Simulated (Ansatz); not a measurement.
Two shapes of singlet CH2F2.

Shape 1:

```xyz
5

C     0.5028   -0.0104   -0.0475
H     1.0938    0.6769    0.6109
H     1.1138   -0.6084   -0.6133
F    -0.3106    0.8060   -0.7436
F    -0.2633   -0.8180    0.7834
```

Shape 2:

```xyz
5

C     0.4517    0.0000    0.0000
H     1.0227    0.5944    0.5944
H     1.0227   -0.5944   -0.5944
F    -0.2642    0.7129   -0.7129
F    -0.2642   -0.7129    0.7129
```

Basis set: cc-pVTZ (spherical functions). Frozen core: 3 orbitals. Charge 0, multiplicity 1.

Computed with Ansatz (development build ahead of 0.2.0); each method stands on the lowest determinant of its kind that the runs found.

Question: Which shape is lower in energy, and by how much in each method?

Answer:

| method | E(2) − E(1) (eV) |
| --- | --- |
| RHF | 0.558 |
| RHF-MP2 | 0.868 |

Shape 1 is lower. Caution: no unrestricted run beside it, a lower state can exist.
